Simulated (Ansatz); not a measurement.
## A reaction path, image by image

CH$_{4}$OSi, singlet, from a complex of CH₂OSi ([O][CH][SiH]) + H₂ to CH₄OSi ([OH][CH][SiH2]); PBE0-D4/def2-SVP (Ansatz 0.2.0). Settings:

```yaml
hamiltonian: {xc: pbe0, dispersion: d4}
neb:
  images: 5
  climbing: true
  max_iterations: 40
  initial_path: idpp
```

First end:

```
7
angstrom
H 0.2537 -0.7070 1.1474
Si 0.4222 -0.8778 -0.6310
C -0.5693 0.7850 -0.4489
H -0.2172 1.6187 -1.1109
O -1.5574 0.9497 0.2238
H -0.0732 -1.4324 0.9457
H 1.7414 -0.3363 -0.1261
```

Second end:

```tsv
atom	x (Å)	y (Å)	z (Å)
H1	-1.6674	0.1465	1.0004
Si2	0.7574	-0.7413	-0.2440
C3	-0.2606	0.6611	-0.1845
H4	0.0079	1.5118	-0.8068
O5	-1.4526	0.8796	0.4159
H6	0.5282	-1.8763	0.6769
H7	2.0871	-0.5815	-0.8579
```

The ends were relaxed with PBE0-D4 in triple zeta, so they are not quite minima here (largest force components 0.27 and 0.52 eV/Å).

Energies along the converged band: It took 14 iterations. Path lengths are measured after rigid turns and shifts between images are taken out.
```tsv
image	path length (Å)	energy (kJ/mol)
0	0.00	0.0
1	0.67	2.0
2 (climbing)	1.34	6.4
3	1.88	-53.7
4	2.42	-90.1
5	2.96	-110.5
6	3.50	-116.0
```
Energies count from the first end.

The images between the ends:
Image 1:
```xyz
7
angstrom
H -0.1119 -0.7135 1.1214
Si 0.5108 -0.8801 -0.6881
C -0.4647 0.7957 -0.4584
H -0.3678 1.5238 -1.3186
O -1.1786 1.0849 0.4758
H -0.1563 -1.4853 0.8957
H 1.7686 -0.3255 -0.0279
```

Image 2:
```xyz
7
angstrom
H -0.5291 -0.4604 1.0112
Si 0.5008 -0.9816 -0.7458
C -0.3281 0.7299 -0.4285
H -0.3455 1.5626 -1.1735
O -0.9670 0.8951 0.6131
H -0.1541 -1.2594 0.8840
H 1.8231 -0.4862 -0.1606
```

Image 3:
```xyz
7
angstrom
H -0.7689 -0.0918 1.0870
Si 0.4385 -1.0041 -0.7122
C -0.2227 0.7037 -0.3892
H -0.2500 1.5975 -1.0400
O -0.9472 0.8186 0.6786
H -0.1098 -1.3715 0.7181
H 1.8602 -0.6525 -0.3422
```

Image 4:
```xyz
7
angstrom
H -1.0342 0.0558 1.1796
Si 0.4795 -0.9351 -0.6418
C -0.1973 0.7093 -0.3096
H -0.1370 1.6038 -0.9487
O -1.0997 0.8644 0.6390
H 0.0260 -1.5386 0.6779
H 1.9628 -0.7596 -0.5964
```

Image 5:
```xyz
7
angstrom
H -1.3194 0.1659 1.1784
Si 0.5724 -0.8697 -0.4973
C -0.2151 0.6990 -0.2401
H -0.0512 1.5660 -0.8958
O -1.2618 0.9086 0.5606
H 0.2521 -1.7184 0.6961
H 2.0231 -0.7516 -0.8020
```

The band counts as converged below 0.05 eV/Å. Hardware: 2 CPU threads, shared host. Wall time about 88 s.
